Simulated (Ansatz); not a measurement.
The input, for Ansatz 0.2.0:

```yaml
crystal:
  periodic: [false, false, false]
  atoms:
    - {symbol: Al, position_ang: [0.000000, 0.000000, 1.373647]}
    - {symbol: O, position_ang: [0.000000, 0.000000, -0.300823]}
    - {symbol: H, position_ang: [0.000000, 0.000000, -1.072823]}
basis:
  gaussian: {orbitals: 6-31G}
correlation: {active_space: {window: {electrons: 4, orbitals: 3}, states: [{multiplicity: 1, weights: [0.5, 1, 0.5]}], root: 2}}
accuracy: high
output: {forces: true}
```

```sh
$ ansatz run in.yaml --threads 1 --pin off --events-out ev --progress --plain --max-ram 2393MiB
```

Output:

```
463 factors; integrals over basis functions are off by at most 3.5e-9 eV
mean field evaluation 1: about -8631.5342 eV, gradient 3.9e1 eV
mean field evaluation 2: about -8631.5400 eV, gradient 3.9e1 eV
mean field evaluation 4: about -8634.5115 eV, gradient 1.5e0 eV
mean field evaluation 8: about -8634.5257 eV, gradient 6.0e-4 eV
mean field -8634.52573104 eV, -317.3129679241 hartree, gradient 8.0e-8 eV, S^2 0.000000; 0 other end points of the search recorded, 0 dependent functions left out
reference -8634.52573104 eV, -317.3129679241 hartree; 11, 11 occupied and 13, 13 virtual orbitals, 463 factors
state -8634.52746487 eV, -317.3130316412 hartree
state -8628.71212151 eV, -317.0993217142 hartree
state -8626.25737762 eV, -317.0091115403 hartree
the calculation of the forces begins
Total energy: -8626.25737762 eV, -317.0091115403 hartree
Atom 0 at     0.000000     0.000000     1.373647 Å, force    -0.000000     0.000000     8.167338 eV/Å
Atom 1 at     0.000000     0.000000    -0.300823 Å, force     0.000000    -0.000000    12.666539 eV/Å
Atom 2 at     0.000000     0.000000    -1.072823 Å, force     0.000000     0.000000   -20.833877 eV/Å
Dipole moment:     0.000000     0.000000    -1.295348 e Å
```

Forces (eV/Å):
```
Al    0.000   0.000   8.167
O     0.000   0.000  12.667
H     0.000   0.000 -20.834
```

Ran on 1 thread of Arm Neoverse V2, shared host: 0.48 s wall, 0.14 GiB peak host memory.
